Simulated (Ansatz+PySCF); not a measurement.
Values are calculated unless marked as measured or tabulated.
## PySCF 2.14.0 run

```python
from pyscf import gto, scf

mol = gto.M(atom="""
C 1.297700 0.000000 0.000000
C 0.401010 1.234190 0.000000
C -1.049860 0.762770 0.000000
C -1.049860 -0.762770 0.000000
C 0.401010 -1.234190 0.000000
H 2.481150 0.000000 0.000000
H 0.766720 2.359720 0.000000
H -2.007300 1.458390 0.000000
H -2.007300 -1.458390 0.000000
H 0.766720 -2.359720 0.000000
""", basis='def2-svp', charge=-1, spin=0)
mf = scf.RHF(mol)
mf.init_guess = 'huckel'
mf.kernel()
while True:  # follow internal instabilities
    mo, _, stable, _ = mf.stability(return_status=True)
    if stable: break
    mf.kernel(mf.make_rdm1(mo, mf.mo_occ))
print(mf.converged, mf.e_tot, mf.spin_square()[0])
```

The script is written out from the run's settings.

Results

```yaml
Converged: yes
Total_energy: -191.96727 hartree
Spin_squared_of_the_determinant: 0.000
```

Caution: no diffuse functions for an anion.
